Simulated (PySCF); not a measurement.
**AlH₂⁻: structure of the singlet**

Aim: relax AlH₂⁻ as a singlet from a linear start, check by its vibrations whether the end is a minimum, and collect its spectrum and constants.

Program: PySCF 2.14.0. Level of theory: PBE0, basis Al def2-TZVPD, H def2-TZVPD, no relativity, density fitting. These are calculated values, not measurements.

### Step 1. Where the work starts

3 atoms, charge -1, spin multiplicity 1.

Bond lengths: Al1–H2 1.580 Å, Al1–H3 1.580 Å. Angles: H2–Al1–H3 180.0°.

Z-matrix (Å, degrees; charge -1 multiplicity 1):
```
Al
H  1 1.5800
H  1 1.5800 2 180.00
```

### Step 2. First SCF at the start

The steps below are one call of a driver around PySCF. For each, scf.py gives the equivalent set-up of the SCF; relaxations use the driver's own optimiser. After this first run the driver tries any further starts and a stability analysis.

scf.py reads:

```python
from pyscf import gto, scf, dft
mol = gto.M(atom='''
Al     0.000000     0.000000     0.000000
H      0.000000     0.000000     1.580000
H      0.000000     0.000000    -1.580000''',
    basis={'Al': 'def2-TZVPD', 'H': 'def2-TZVPD'},
    charge=-1, spin=0)
mf = dft.RKS(mol, xc='PBE0')
mf.grids.atom_grid = (50, 194)
aux = {'Al': 'def2-universal-JKFIT', 'H': 'def2-universal-JKFIT'}
mf = mf.density_fit(auxbasis=aux)
mf.conv_tol = 1e-08
mf.diis_space = 10
mf.max_cycle = 60
mf.init_guess = 'minao'
mf.verbose = 4
mf.kernel()
```

Run with:

```bash
$ OMP_NUM_THREADS=2 python axn.py task.json out
```

The runs that follow: Linear start, singlet: relaxation; Vibrations and properties at this point; Leaving the saddle point; Hessian and properties; A spin-polarised start; Is it a minimum? Harmonic modes.

Q: Predict the outcome of this session. Wanted: minimum; geometry; wavenumbers; dipole moment; highest occupied, lowest empty level; polar-tensor charge of Al1; zero-point energy; ⟨S²⟩.

**Answer**, as computed:

```
                                          quantity                            value
                                           minimum    broken-symmetry (Ms = 0), C2v
                                          geometry  Al–H 1.695 Å (×2); H–Al–H 93.6°
                                wavenumbers (cm⁻¹)                  751, 1472, 1477
                    dipole moment (centre of mass)                           0.37 D
highest occupied, lowest empty level (either spin)                    0.56, 3.49 eV
                        polar-tensor charge of Al1                          -0.19 e
                                 zero-point energy                      22.1 kJ/mol
                               entropy at 298.15 K                  210.5 J/(mol K)
                                              ⟨S²⟩                            0.050
```

From D∞h at the start the molecule goes to a C2v minimum. In the infrared the band at 1477 cm⁻¹ (stretch) leads. Other starts or spin states, not run here, may lie lower. The SCF density has lower symmetry than the nuclear frame. A highest occupied level above zero is common for anions with such functionals; it warns that the extra electron is poorly described.
